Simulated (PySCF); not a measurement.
A structure optimised at ωB97X-D3(BJ)/def2-TZVPD, used in a PySCF frequency run:

```xyz
3

C      0.0000     0.0000     0.4964
N      0.0000     0.0000    -0.6492
H      0.0000     0.0000     1.5660
```

Problem. Write its SMILES, formula and point group.

Solution. C#N, CHN, C∞v

Problem. What are its rotational constants (standard atomic weights)?

Solution. 44.944 GHz (linear rotor, B only)
